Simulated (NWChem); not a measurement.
allene (C3H4); SMILES C=C=C

```xyz
7

C      0.0000     0.0000     1.3078
C      0.0000     0.0000     0.0000
C      0.0000     0.0000    -1.3078
H     -0.6624     0.6624     1.8749
H      0.6624    -0.6624     1.8749
H     -0.6624    -0.6624    -1.8749
H      0.6624     0.6624    -1.8749
```
Atoms are numbered in this order, from 1.

All runs use the structure optimised with PBE0/def2-SVP.

Q: List the 4 lowest vertical singlet excitations from CAM-B3LYP/def2-SVPD, TDA (NWChem).

A: 
```json
[
 {"state": "S1", "energy (eV)": "5.99", "oscillator strength": "0.000", "leading excitation (squared amplitude)": "HOMO−1 → LUMO+1 (0.48)"},
 {"state": "S2", "energy (eV)": "6.23", "oscillator strength": "0.000", "leading excitation (squared amplitude)": "HOMO−1 → LUMO+1 (0.48)"},
 {"state": "S3", "energy (eV)": "7.33", "oscillator strength": "0.030", "leading excitation (squared amplitude)": "HOMO−1 → LUMO+2 (0.92)"},
 {"state": "S4", "energy (eV)": "7.33", "oscillator strength": "0.030", "leading excitation (squared amplitude)": "HOMO → LUMO+2 (0.92)"}
]
```
